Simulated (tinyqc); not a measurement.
Ways to converge the cycle: SCF convergence aids in the sto-3g basis, for H3O+, spin multiplicity 1. Computed by the program tinyqc with PySCF. RHF with one setting changed at a time; a run stops when the energy changes by less than 1e-09 hartree and the error matrix is below 1e-5. The start is random orbitals. Damping d keeps d of the old density; a shift (hartree) raises the virtual levels; DIIS n extrapolates F over n matrices.

Geometry (angstrom):
```
atom,x,y,z
O,0.0000,0.0000,0.2880
H,1.0440,0.0000,0.0000
H,-0.5220,0.9040,0.0000
H,-0.5220,-0.9040,0.0000
```

lowest restricted solution found by these runs and by PySCF = -75.306769 hartree

Largest element of the error matrix X^T (FDS - SDF) X:
```
iteration,plain,damping 0.3,damping 0.6,shift 0.4,DIIS 3,DIIS 8
1,1.2e+01,1.2e+01,1.2e+01,1.2e+01,1.2e+01,1.2e+01
2,6.5e-01,3.3e+00,6.8e+00,6.2e-01,6.5e-01,6.5e-01
3,1.9e-01,1.0e+00,4.0e+00,2.3e-01,1.9e-01,1.9e-01
4,5.5e-02,3.2e-01,2.4e+00,1.3e-01,2.8e-02,2.8e-02
5,1.2e-02,1.0e-01,1.5e+00,8.0e-02,9.0e-03,8.3e-03
6,5.8e-03,3.2e-02,8.8e-01,4.9e-02,1.9e-03,1.8e-03
8,1.1e-03,7.1e-03,3.2e-01,1.8e-02,5.8e-05,3.1e-05
10,2.2e-04,2.7e-03,1.2e-01,6.9e-03,3.7e-06,5.8e-07
14,9.5e-06,4.1e-04,1.6e-02,9.8e-04,-,-
20,-,2.4e-05,1.6e-03,5.3e-05,-,-
30,-,-,1.4e-04,-,-,-
45,-,-,3.8e-06,-,-,-
```

How each run ends:
```
run,iterations,E (hartree),state
plain,15,-75.30677,lowest found
damping 0.3,23,-75.30677,lowest found
damping 0.6,48,-75.30677,lowest found
shift 0.4,24,-75.30677,lowest found
DIIS 3,10,-75.30677,lowest found
DIIS 8,10,-75.30677,lowest found
```

What does the comparison show, and why?

6 of 6 runs reach the lowest restricted solution found, in 10 to 48 iterations (fastest: DIIS 3, DIIS 8). Plain steps already contract here, so damping only slows them. DIIS 3 and DIIS 8 gain by cancelling the error over several earlier matrices, much as a quasi-Newton step does.
